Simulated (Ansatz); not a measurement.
**SiPH₃ (singlet): the correlation ladder at distance Si1–P2 = 1.967 Å, cc-pVDZ**

Aim: climb from Hartree-Fock through coupled cluster and multireference methods for SiPH₃ (singlet) at one geometry and basis, and see what each rung misses.

Program: Ansatz 0.2.0, Gaussian basis. Level of theory: cc-pVDZ, core rule «outside noble gas», up to 10 orbitals frozen. These are calculated values, not measurements.

To be run: UHF; CCSD(T) on RHF; BCCD(T) on RHF; CISD; CCSDT(Q) on RHF; CCSDTQ on RHF; CASSCF and MRCISD+Q, 2 electrons in 2 orbitals; CASSCF and NEVPT2, 2 electrons in 2 orbitals; CASSCF and MRCISD+Q, 12 electrons in 11 orbitals; CASSCF and NEVPT2, 12 electrons in 11 orbitals.

## Step 1: What is computed

The geometry derives from a PBE0/def2-TZVP stationary point (not a proven minimum). One bond is set to the value named and the two fragments are kept rigid.

5 atoms, charge 0, spin multiplicity 1.

Atoms are counted from 1 here; the program's logs count them from 0.

Bond lengths: Si1–P2 1.967 Å, Si1–H3 1.524 Å, P2–H4 1.409 Å, P2–H5 1.408 Å. Angles: P2–Si1–H3 87.8°, Si1–P2–H4 117.1°, Si1–P2–H5 112.4°, H4–P2–H5 102.2°.

## Step 2: UHF

File in.yaml:

```yaml
crystal:
  periodic: [false, false, false]
  atoms:
    - {symbol: Si, position_ang: [-0.036523, 0.076047, 1.062370]}
    - {symbol: P, position_ang: [0.068550, -0.022399, -0.899353]}
    - {symbol: H, position_ang: [0.023284, -1.446877, 1.084632]}
    - {symbol: H, position_ang: [-0.610773, -1.086196, -1.524759]}
    - {symbol: H, position_ang: [-0.501331, 1.102404, -1.525120]}
basis:
  gaussian: {orbitals: cc-pVDZ}
magnetization: {spin_polarized: true, initial_magnetization: 0}
hamiltonian: {xc: hf}
output: {orbitals: {seedname: orbitals}}
```

Command:

```bash
> ansatz run in.yaml --threads 1 --pin off --events-out ev --progress --plain --max-ram 2816MiB --backend cpu
```

The runs that follow: CCSD(T) on RHF; BCCD(T) on RHF; CISD; CCSDT(Q) on RHF; CCSDTQ on RHF; CASSCF and MRCISD+Q, 2 electrons in 2 orbitals; CASSCF and NEVPT2, 2 electrons in 2 orbitals; CASSCF and MRCISD+Q, 12 electrons in 11 orbitals; CASSCF and NEVPT2, 12 electrons in 11 orbitals.

**Question.** What will the summary of the whole plan be? Wanted: RCCSDTQ from the RHF energy; RMP2 from RCCSDTQ; RCCSD from RCCSDTQ; RCCSD(T) from RCCSDTQ; RCCSDT(Q) from RCCSDTQ; NEVPT2 valence from RCCSDTQ; MRCISD+Q valence from RCCSDTQ; T1 diagnostic; effectively unpaired electrons.

The runs gave:

| quantity | value |
| --- | --- |
| RCCSDTQ from the RHF energy | -7.1676 eV |
| RMP2 from RCCSDTQ | +132.8 kJ/mol |
| RCCSD from RCCSDTQ | +27.0 kJ/mol |
| RCCSD(T) from RCCSDTQ | +4.8 kJ/mol |
| RCCSDT(Q) from RCCSDTQ | 0.0 kJ/mol |
| NEVPT2 valence from RCCSDTQ | +120.7 kJ/mol |
| MRCISD+Q valence from RCCSDTQ | +5.5 kJ/mol |
| levels within 1 kcal/mol (43 meV) | RCCSDT, RCCSDT(Q) |
| T1 diagnostic | 0.018 |
| effectively unpaired electrons | 0.06 |

RCCSD(T) misses by +4.8 kJ/mol, 0.7 % of the correlation energy. One determinant dominates. Of the multireference levels listed MRCISD+Q valence comes nearest in total energy (+5.5 kJ/mol), which doesn't show that its space is the better one. These misses are within one basis, not against nature.
